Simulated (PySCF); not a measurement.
**MgH3O2(+)**

MgH3O2(+) is a small molecule (built as: end group OH2+), charge +1, singlet. The structure, one conformer, was relaxed in the gas phase by PBE0-D3(BJ)/def2-SVP. No frequency run checks that it is a minimum.

SMILES: [OH][Mg][OH2+]

```xyz
6

O    -1.780   -0.005   -1.246
Mg   -0.367   -0.005   -0.262
O     1.255   -0.004    0.874
H    -2.556   -0.008   -1.802
H     1.291    0.023    1.845
H     2.177   -0.033    0.568
```
Atom numbers follow the order of the file, from 1.

Shieldings: GIAO PBE0/pcSseg-2. Shifts are against computed references at the same level: H TMS (σ 31.24 ppm). Core levels by delta-SCF with SCAN, pcX-2 on the ionised atom and pcseg-1 elsewhere, spin-free X2C; from the vacuum level, for chosen atoms.

Question: Give the NMR and core-level values of the distinct atoms.

Answer: 
```csv
atoms,bonded to,σ (ppm),δ (ppm),core level (eV)
O1,1 Mg + 1 H,369.6,-,1s 541.07
Mg2,2 O,571.5,-,1s 1319.15
O3,1 Mg + 2 H,331.1,-,1s 548.14
H4,1 O,29.58,1.67,-
H5 H6,1 O,26.99,4.25,-
```

Values are those of this one static structure; atoms that internal rotation interchanges would show their mean in an NMR spectrum.

The core-hole state of O3 is spin-contaminated (⟨S²⟩ 0.80 against 0.75 for a pure doublet), so that value and differences from it are less sure.

Question: Which of O1, O3 holds its core electrons tightest, and by how much against the loosest?

Answer: O3 (bonded to 1 Mg + 2 H), by 7.06 eV over O1 (bonded to 1 Mg + 1 H).

Question: By CAM-B3LYP/def2-SVPD (TDDFT singlets, Tamm-Dancoff triplets, ionisation by delta-SCF), where does absorption start, and what does vertical ionisation take?

Answer: The lowest singlet lies at 4.41 eV (f 0.023), the strongest of the first 6 at 4.42 eV (f 0.025), the lowest triplet at 4.17 eV; vertical ionisation takes 15.45 eV.

The 3 runs behind this took 34 s in all, one thread each of Arm Neoverse N1 on a shared host, launched as `OMP_NUM_THREADS=1 python cluster_run.py task.json out`.
